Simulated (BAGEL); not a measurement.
**[S2]2− ([S2]2-) at HF/cc-pVTZ (density fitting with qzvpp-jkfit)**

What is the vertical singlet–triplet gap of [S2]2− ([S2]2-) at HF/cc-pVTZ (density fitting with qzvpp-jkfit)? 

The results are computed with BAGEL 1.2.2.

2 further runs of the same task are left out: 2 set aside as unsound or not needed.

## Step 1: Starting point

The species is [S2]2− (2 atoms), meant as a singlet with charge -2. The coordinates come from a GFN2-xTB relaxation.

Bond lengths: S1–S2 2.044 Å.

## Step 2: The energy at HF/cc-pVTZ (density fitting with qzvpp-jkfit)

Input file hf.json:

```json
{ "bagel" : [

{
  "title" : "molecule",
  "basis" : "cc-pvtz.json",
  "df_basis" : "qzvpp-jkfit",
  "angstrom" : true,
  "geometry" : [
    { "atom" : "S", "xyz" : [       0.701260,      -0.595700,      -0.444390 ] },
    { "atom" : "S", "xyz" : [      -0.701260,       0.595700,       0.444390 ] }
  ]
},

{ "title" : "hf", "charge" : -2 },

{ "title" : "print", "file" : "orbitals.molden", "orbitals" : true }

]}
```

The basis set cc-pVTZ is read from a file made from the Basis Set Exchange's data (not shown).

Started as:

```bash
$ BAGEL_NUM_THREADS=1 BAGEL hf.json > hf.out
```

The program printed:

```text
* using 1 threads per process

  ===============================================================
  ===============================================================

  *** Geometry ***

  { "atom" : "S", "xyz" : [      1.325189,     -1.125710,     -0.839775 ] },
  { "atom" : "S", "xyz" : [     -1.325189,      1.125710,      0.839775 ] },

  Number of auxiliary basis functions:      256

  Since a DF basis is specified, we compute 2- and 3-index integrals:
    o Being stored without compression. Storage requirement is 0.009 GB

  Number of basis functions:       68
  Number of electrons      :       32

    * METHOD: MOLECULE                             0.10

  *** RHF ***

  === Nuclear Repulsion ===
    66.2885764099

      * DIIS with orbital gradients will be used.

  === RHF iteration (cc-pvtz.json) ===
      0       -794.75866197          0.01566831           0.02
      1       -794.88594985          0.01034010           0.02
      2       -794.91483310          0.00141942           0.02
      3       -794.91560786          0.00037344           0.02
      4       -794.91567338          0.00005542           0.02
      5       -794.91567467          0.00000932           0.02
      6       -794.91567473          0.00000113           0.02
      7       -794.91567473          0.00000012           0.02
      8       -794.91567473          0.00000003           0.02
      9       -794.91567473          0.00000000           0.02
    * SCF iteration converged.

    * Permanent dipole moment:
           (    0.000000,    -0.000000,    -0.000000) a.u.

    * METHOD: HF                                   0.31

    * METHOD: PRINT                                0.02

  ===============================================================
```

Wall time 0.62 s (1 thread of Arm Neoverse N1, shared host).

## Step 3: The triplet at the same level

Input file input.json:

```json
{ "bagel": [

{
  "title": "molecule",
  "basis": "cc-pvtz.json",
  "df_basis": "qzvpp-jkfit",
  "angstrom": "true",
  "geometry": [
    { "atom": "S", "xyz": [       0.701260,      -0.595700,      -0.444390 ] },
    { "atom": "S", "xyz": [      -0.701260,       0.595700,       0.444390 ] }
  ]
},

{
  "title": "uhf",
  "charge": -2,
  "nopen": 2
},

{
  "title": "print",
  "file": "orbitals.molden",
  "orbitals": "true"
}

]}
```

The basis set cc-pVTZ is read from a file made from the Basis Set Exchange's data (not shown).

Started as:

```bash
$ BAGEL_NUM_THREADS=1 BAGEL input.json > input.out
```

The program printed:

```text
* using 1 threads per process

  ===============================================================
  ===============================================================

  *** Geometry ***

  { "atom" : "S", "xyz" : [      1.325189,     -1.125710,     -0.839775 ] },
  { "atom" : "S", "xyz" : [     -1.325189,      1.125710,      0.839775 ] },

  Number of auxiliary basis functions:      256

  Since a DF basis is specified, we compute 2- and 3-index integrals:
    o Being stored without compression. Storage requirement is 0.009 GB

  Number of basis functions:       68
  Number of electrons      :       32

    * METHOD: MOLECULE                             0.10

  *** Open-shell HF ***

  === Nuclear Repulsion ===
    66.2885764099

      * DIIS with orbital gradients will be used.

  === UHF iteration (cc-pvtz.json) ===
      0       -794.63263562          0.03184587           0.05
      1       -794.77042303          0.02216370           0.05
      2       -794.79949467          0.01204697           0.05
      3       -794.81031279          0.00070445           0.05
      4       -794.81063797          0.00035031           0.05
      5       -794.81071641          0.00007349           0.05
      6       -794.81072578          0.00002114           0.05
      7       -794.81072678          0.00000839           0.05
      8       -794.81072687          0.00000188           0.05
      9       -794.81072688          0.00000058           0.05
     10       -794.81072688          0.00000016           0.05
     11       -794.81072688          0.00000005           0.05
     12       -794.81072688          0.00000002           0.05
     13       -794.81072688          0.00000001           0.05
    * SCF iteration converged.

    * S^2 (UHF) is 2.0336

    * Permanent dipole moment:
           (    0.000000,    -0.000000,    -0.000000) a.u.

    * METHOD: UHF                                  0.78

    * METHOD: PRINT                                0.02

  ===============================================================
```

It took 1.1 s on 1 thread of Arm Neoverse N1, shared host.

## Step 4: What came out

At HF/cc-pVTZ (density fitting with qzvpp-jkfit):

| quantity | value |
| --- | --- |
| singlet: total energy | -794.91567 Eh |
| singlet: HOMO energy | 4.64 eV |
| singlet: LUMO energy | 15.08 eV |
| singlet: HOMO–LUMO gap (to an unbound level, set by the basis) | 10.44 eV |
| triplet: total energy | -794.81073 Eh |
| triplet: ⟨S²⟩ | 2.034 |
| vertical energy of the triplet above the singlet | 2.856 eV |

In words: At this shape the triplet lies 2.86 eV (66 kcal/mol) above the singlet. The HOMO (singlet) lies at positive energy, 4.64 eV: the electron is unbound at this level or held by a compact basis; values depend on the basis.
